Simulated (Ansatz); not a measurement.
Sn₃C: from a trial structure to a relaxed crystal

Method: DFT PBE, scalar-relativistic, plane waves, PAW in Ansatz 0.2.0. Cutoff 420 eV, Γ-centred k mesh, Gaussian smearing, no spin polarisation in the final step.

Sn₃C was placed on the Cu3Au (L1_2) structure type (Pm-3m, No. 221), with C in place of Au, Sn in place of Cu, at a guessed volume.

```yaml
crystal:
  lattice:
    - [4.35873, 0.00000, 0.00000]
    - [0.00000, 4.35873, 0.00000]
    - [0.00000, 0.00000, 4.35873]
  atoms:
    - { symbol: Sn, position: [0.00000, 0.50000, 0.50000] }
    - { symbol: Sn, position: [0.50000, 0.00000, 0.50000] }
    - { symbol: Sn, position: [0.50000, 0.50000, 0.00000] }
    - { symbol: C, position: [0.00000, 0.00000, 0.00000] }
```

Steps on the 4×4×4 mesh (4 atoms). 4 of 4 steps are shown, and the free energy counts from the last. Trial steps that were taken back and renewals of the plane-wave basis can be among the rows.

```
step  ΔF (meV/atom) V (Å³/atom) P (GPa)
   1           39.0        20.70     6.60
   2           12.2        23.88    -2.72
   3            1.5        22.86    -0.37
   4            0.0        22.86    -0.31
```

Steps on the 10×10×10 mesh (4 atoms). 5 of 6 steps are shown, and the free energy counts from the last.

```tsv
step	ΔF (meV/atom)	V (Å³/atom)	P (GPa)
1	2.1	22.86	-1.28
2	0.9	21.94	1.09
3	-0.2	22.35	-0.04
4	0.0	22.35	-0.05
6	0.0	22.33	0.00
```

A final relaxation ran on a 10×10×10 mesh. The relaxed crystal, Pm-3m (No. 221):

Space group Pm-3m (No. 221). a = 4.470 Å, b = 4.470 Å, c = 4.470 Å, α = 90.00°, β = 90.00°, γ = 90.00°
| atom | site | symmetry | x | y | z |
| --- | --- | --- | --- | --- | --- |
| Sn | 3c | 4/mm.m | 0.0000 | 0.5000 | 0.5000 |
| C | 1a | m-3m | 0.0000 | 0.0000 | 0.0000 |

```
Volume per atom          : 22.33 Å³
Density                  : 6.84 g/cm³
Energy over the elements : 1.35 eV/atom
Gap on the 10×10×10 mesh : 0 eV (a metal)
```

The zero of energy is the elements' standard structures at the same level; no fitted shifts are applied.

The final run used a 10×10×10 mesh on its 4-atom cell and 0.10 eV smearing. The k mesh leaves about 4 meV/atom of noise in metals.

Symmetry constrained the relaxation, so the result can be a saddle point.

Cost: 3 runs of about 0.49 core-minutes in all, on Intel Xeon 6975P-C (Granite Rapids) (shared hosts).